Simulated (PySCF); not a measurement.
Gas-phase reaction: i-Si4H10 → 4 SiH2 + 2 H

Computed with PySCF and rigid-rotor harmonic-oscillator thermochemistry at 1 bar. † marks an energy on the PBE0/def2-TZVP geometry and frequencies; other levels use their own. MP2 and CCSD(T) freeze the core. 6-31G* has spherical d functions here. Open shells (unrestricted): H (multiplicity 2); the rest are closed-shell singlets. MP2 isn't extrapolated to the basis-set limit. CCSD(T) isn't extrapolated to the basis-set limit.

```tsv
level	ΔH°(298 K), kJ
CCSD(T)/def2-SVP†	1295
HF/6-31G*	1161
M06-2X/def2-TZVP†	___
MP2/def2-SVP†	1341
MP2/def2-TZVPP†	1383
PBE0/def2-SVP†	1401
PBE0/def2-TZVP	1400
r2SCAN/def2-TZVP†	___
LDA/def2-TZVP†	___
ωB97M-V/def2-TZVP†	___
```

Question: Some entries are withheld; supply them.

Answer: 
- M06-2X/def2-TZVP†, ΔH°(298 K), kJ: 1340
- r2SCAN/def2-TZVP†, ΔH°(298 K), kJ: 1447
- LDA/def2-TZVP†, ΔH°(298 K), kJ: 1530
- ωB97M-V/def2-TZVP†, ΔH°(298 K), kJ: 1338
